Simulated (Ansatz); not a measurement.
Geometry optimisation, RKS CAM-B3LYP/def2-SVP in Ansatz.

The input (input.yaml):

```yaml
crystal:
  periodic: [false, false, false]
  atoms:
    - { symbol: Al, position_ang: [0.0, 0.0, 0.0] }
    - { symbol: "N", position_ang: [0.0, 0.0, 2.27] }
    - { symbol: H, position_ang: [-0.877, -0.2713, 2.8] }
    - { symbol: H, position_ang: [0.877, 0.2713, 2.8] }
    - { symbol: H, position_ang: [1.351, 0.0, -0.78] }
    - { symbol: H, position_ang: [-1.351, 0.0, -0.78] }
    - { symbol: S, position_ang: [-0.3202, 2.4082, 0.8072] }
    - { symbol: H, position_ang: [-1.6213, 2.8314, 0.5106] }
    - { symbol: H, position_ang: [-0.1699, 1.2777, 2.019] }
basis:
  gaussian: { orbitals: def2-SVP }
hamiltonian:
  xc: cam_b3lyp
relax:
  f_tol: 0.15
  max_steps: 25
  restrain:
    - { distance: [0, 6], at: 3.46, k: 30.0 }
    - { distance: [8, 1], at: 2.26, k: 30.0 }
    - { distance: [0, 1], at: 1.92, k: 30.0 }
    - { distance: [8, 6], at: 1.4, k: 30.0 }
```

Launched with:

```bash
$ ansatz run input.yaml --threads 2 --pin off --max-ram 3072MiB --backend cpu --events-out ev --progress --plain --runs-dir out
```

Q: Where does it end, and by what steps?

A: It converged. The restraints hold the end off the free minimum. After 6 steps the energy has fallen by 1.111 eV (the restraints' own energy left out); H9 moved furthest, 0.82 Å. Parted: Al1–S7 (2.56 → 3.45 Å).

```json
{"step": "0", "energy less start (eV)": "0.0000", "largest force component (eV/Å)": "2.203", "accepted": "yes"}
{"step": "1", "energy less start (eV)": "0.4097", "largest force component (eV/Å)": "2.261", "accepted": "yes"}
{"step": "2", "energy less start (eV)": "0.2596", "largest force component (eV/Å)": "2.075", "accepted": "yes"}
{"step": "3", "energy less start (eV)": "-0.3574", "largest force component (eV/Å)": "1.701", "accepted": "yes"}
{"step": "4", "energy less start (eV)": "-0.9571", "largest force component (eV/Å)": "1.186", "accepted": "yes"}
{"step": "5", "energy less start (eV)": "-1.0947", "largest force component (eV/Å)": "1.577", "accepted": "yes"}
{"step": "6", "energy less start (eV)": "-1.1113", "largest force component (eV/Å)": "1.598", "accepted": "yes"}
```

```xyz
9
Properties=species:S:1:pos:R:3
Al 0.054 -0.213 0.148
N 0.018 -0.180 2.017
H -0.817 -0.386 2.556
H 0.837 -0.212 2.616
H 1.470 -0.185 -0.536
H -1.330 -0.379 -0.590
S -0.390 3.128 0.906
H -1.712 2.896 0.773
H -0.240 2.049 1.756
```

Run time: 14 s on 2 threads of Arm Neoverse V1, on a shared host, peak memory 0.17 GiB.
